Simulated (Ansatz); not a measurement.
Molecular dynamics of CH₇Al

input.yaml

```yaml
crystal:
  periodic: [false, false, false]
  atoms:
    - { symbol: Al, position_ang: [-0.046266, -0.28194, 0.07434] }
    - { symbol: C, position_ang: [-0.026017, -0.071553, 2.22459] }
    - { symbol: H, position_ang: [-0.986273, -0.173479, 2.767026] }
    - { symbol: H, position_ang: [0.79457, -0.4918, 2.840039] }
    - { symbol: H, position_ang: [0.18645, 1.01785, 2.138607] }
    - { symbol: H, position_ang: [1.424637, -0.050776, -0.487107] }
    - { symbol: H, position_ang: [-1.453851, 0.200114, -0.48861] }
    - { symbol: H, position_ang: [-0.193799, -1.972463, 0.529451] }
    - { symbol: H, position_ang: [-0.127652, -1.319652, 1.387365] }
basis:
  gaussian: { orbitals: def2-SVP }
hamiltonian:
  xc: pbe
md:
  timestep: 0.5
  n_steps: 200
  ensemble: nve
  temperature: 100.0
  initial_velocities: maxwell_boltzmann
  seed: 6838
```

Command:

```bash
$ ansatz run input.yaml --threads 2 --pin off --max-ram 3072MiB --backend cpu --events-out ev --progress --plain --runs-dir out
```

It starts at the highest image of a converged band, a first-order saddle point between two minima.

Output, in part (one step line in 7, the closing report, with atoms numbered from 0):

```
md step     0: t =     0.00 fs  T =   100.0 K  F+E_penalty+E_count = -7737.30038497 eV  E_kin = 0.090482 eV  conserved = -7737.20990297 eV  (25 SCF iters)
md step     7: t =     3.50 fs  T =    49.8 K  F+E_penalty+E_count = -7737.25448373 eV  E_kin = 0.045033 eV  conserved = -7737.20945053 eV  (21 SCF iters)
md step    14: t =     7.00 fs  T =    49.3 K  F+E_penalty+E_count = -7737.25416509 eV  E_kin = 0.044588 eV  conserved = -7737.20957714 eV  (28 SCF iters)
md step    21: t =    10.50 fs  T =    66.8 K  F+E_penalty+E_count = -7737.27008433 eV  E_kin = 0.060417 eV  conserved = -7737.20966718 eV  (27 SCF iters)
md step    28: t =    14.00 fs  T =   113.7 K  F+E_penalty+E_count = -7737.31226158 eV  E_kin = 0.102916 eV  conserved = -7737.20934604 eV  (25 SCF iters)
md step    35: t =    17.50 fs  T =   275.2 K  F+E_penalty+E_count = -7737.45864094 eV  E_kin = 0.249007 eV  conserved = -7737.20963380 eV  (26 SCF iters)
md step    42: t =    21.00 fs  T =   502.1 K  F+E_penalty+E_count = -7737.66409306 eV  E_kin = 0.454334 eV  conserved = -7737.20975876 eV  (25 SCF iters)
md step    49: t =    24.50 fs  T =   764.9 K  F+E_penalty+E_count = -7737.90189256 eV  E_kin = 0.692084 eV  conserved = -7737.20980867 eV  (24 SCF iters)
md step    56: t =    28.00 fs  T =   927.0 K  F+E_penalty+E_count = -7738.04871656 eV  E_kin = 0.838752 eV  conserved = -7737.20996417 eV  (25 SCF iters)
md step    63: t =    31.50 fs  T =   909.0 K  F+E_penalty+E_count = -7738.03200055 eV  E_kin = 0.822466 eV  conserved = -7737.20953471 eV  (25 SCF iters)
md step    70: t =    35.00 fs  T =   828.9 K  F+E_penalty+E_count = -7737.95951438 eV  E_kin = 0.749990 eV  conserved = -7737.20952396 eV  (25 SCF iters)
md step    77: t =    38.50 fs  T =   695.2 K  F+E_penalty+E_count = -7737.83865294 eV  E_kin = 0.629074 eV  conserved = -7737.20957882 eV  (25 SCF iters)
md step    84: t =    42.00 fs  T =   635.4 K  F+E_penalty+E_count = -7737.78453836 eV  E_kin = 0.574948 eV  conserved = -7737.20959011 eV  (25 SCF iters)
md step    91: t =    45.50 fs  T =   673.1 K  F+E_penalty+E_count = -7737.81893415 eV  E_kin = 0.608996 eV  conserved = -7737.20993864 eV  (25 SCF iters)
md step    98: t =    49.00 fs  T =   708.1 K  F+E_penalty+E_count = -7737.85068101 eV  E_kin = 0.640658 eV  conserved = -7737.21002276 eV  (24 SCF iters)
md step   105: t =    52.50 fs  T =   720.0 K  F+E_penalty+E_count = -7737.86145314 eV  E_kin = 0.651496 eV  conserved = -7737.20995742 eV  (25 SCF iters)
md step   112: t =    56.00 fs  T =   691.8 K  F+E_penalty+E_count = -7737.83576170 eV  E_kin = 0.625922 eV  conserved = -7737.20983971 eV  (25 SCF iters)
md step   119: t =    59.50 fs  T =   665.6 K  F+E_penalty+E_count = -7737.81180739 eV  E_kin = 0.602257 eV  conserved = -7737.20955058 eV  (25 SCF iters)
md step   126: t =    63.00 fs  T =   689.9 K  F+E_penalty+E_count = -7737.83369858 eV  E_kin = 0.624204 eV  conserved = -7737.20949435 eV  (25 SCF iters)
md step   133: t =    66.50 fs  T =   745.0 K  F+E_penalty+E_count = -7737.88358913 eV  E_kin = 0.674111 eV  conserved = -7737.20947805 eV  (26 SCF iters)
md step   140: t =    70.00 fs  T =   771.9 K  F+E_penalty+E_count = -7737.90803870 eV  E_kin = 0.698467 eV  conserved = -7737.20957201 eV  (25 SCF iters)
md step   147: t =    73.50 fs  T =   737.2 K  F+E_penalty+E_count = -7737.87679147 eV  E_kin = 0.667003 eV  conserved = -7737.20978838 eV  (25 SCF iters)
md step   154: t =    77.00 fs  T =   629.8 K  F+E_penalty+E_count = -7737.77957846 eV  E_kin = 0.569881 eV  conserved = -7737.20969719 eV  (25 SCF iters)
md step   161: t =    80.50 fs  T =   576.1 K  F+E_penalty+E_count = -7737.73108862 eV  E_kin = 0.521225 eV  conserved = -7737.20986380 eV  (25 SCF iters)
md step   168: t =    84.00 fs  T =   599.4 K  F+E_penalty+E_count = -7737.75225413 eV  E_kin = 0.542348 eV  conserved = -7737.20990661 eV  (25 SCF iters)
md step   175: t =    87.50 fs  T =   700.9 K  F+E_penalty+E_count = -7737.84407129 eV  E_kin = 0.634196 eV  conserved = -7737.20987571 eV  (26 SCF iters)
md step   182: t =    91.00 fs  T =   792.4 K  F+E_penalty+E_count = -7737.92703882 eV  E_kin = 0.717010 eV  conserved = -7737.21002871 eV  (25 SCF iters)
md step   189: t =    94.50 fs  T =   759.5 K  F+E_penalty+E_count = -7737.89683423 eV  E_kin = 0.687175 eV  conserved = -7737.20965884 eV  (25 SCF iters)
md step   196: t =    98.00 fs  T =   682.3 K  F+E_penalty+E_count = -7737.82682620 eV  E_kin = 0.617368 eV  conserved = -7737.20945858 eV  (24 SCF iters)
md step   200: t =   100.00 fs  T =   638.8 K  F+E_penalty+E_count = -7737.78776010 eV  E_kin = 0.577963 eV  conserved = -7737.20979703 eV  (24 SCF iters)
Total energy: -7737.78780604 eV, -284.3584570112 hartree
Atom 0 at     0.000922    -0.132926     0.263743 Å, force    -0.520791    -0.320389    -0.404789 eV/Å
Atom 1 at     0.011777     0.343462     2.086823 Å, force    -0.364792     0.647368     1.312695 eV/Å
Atom 2 at    -0.757609    -0.180185     2.721503 Å, force     0.402571     0.272438    -0.264692 eV/Å
Atom 3 at     1.009172     0.274297     2.550418 Å, force     0.131563    -0.043749     0.277122 eV/Å
Atom 4 at    -0.259338     1.442304     2.106668 Å, force     0.042129    -0.415294     0.103022 eV/Å
Atom 5 at     1.432983    -0.180672    -0.421270 Å, force    -0.015235    -0.078570    -0.496607 eV/Å
Atom 6 at    -1.536638    -0.379976    -0.187416 Å, force     0.324394    -0.062101    -0.527097 eV/Å
Atom 7 at    -0.869189    -6.295607    -0.384289 Å, force    -0.125934    -0.063623    -0.425154 eV/Å
Atom 8 at    -1.088735    -6.404271    -1.127072 Å, force     0.126094     0.063920     0.425499 eV/Å
Dipole moment:     0.035978     0.032064     0.032322 e Å
```

All steps were run. The conserved energy stayed within 0.07 meV per atom of its start (net change 0.012 meV per atom), so the integration is sound. The kinetic energy rose, since the run started high on the potential surface and went downhill. It ends in pieces (CH5Al + H2), so much of that is their flight and rotation, not heat. A run of 0.1 ps of so small a system gives no equilibrium averages. The orbitals stay closed-shell, which can raise the energy where a bond breaks towards radicals; this wasn't checked here.

Between its relaxed ends the band would form Al1–H8, C2–H9 and break Al1–C2, H8–H9. These pairs go: Al1–H8 1.76 → 6.26 Å, C2–H9 1.51 → 7.55 Å, Al1–C2 2.16 → 1.88 Å, H8–H9 1.08 → 0.78 Å. In the last frame they stand as before the step (other bonds may differ from the relaxed reactants and products). Also parted: Al1–H9 1.68 → 6.52 Å. It ends as CH5Al + H2. Pairs count as bonded within 1.25 times the sum of covalent radii (0.12 Å more for H–H).

Last frame:

```xyz
9
Properties=species:S:1:pos:R:3
Al 0.001 -0.133 0.264
C 0.012 0.344 2.087
H -0.758 -0.180 2.721
H 1.009 0.274 2.550
H -0.259 1.442 2.107
H 1.433 -0.181 -0.421
H -1.537 -0.380 -0.187
H -0.869 -6.296 -0.384
H -1.089 -6.404 -1.127
```

The run took 58 s on 2 threads of AMD EPYC 9R45 96-Core Processor (Zen 5), with other jobs on the host, peak memory 0.13 GiB.
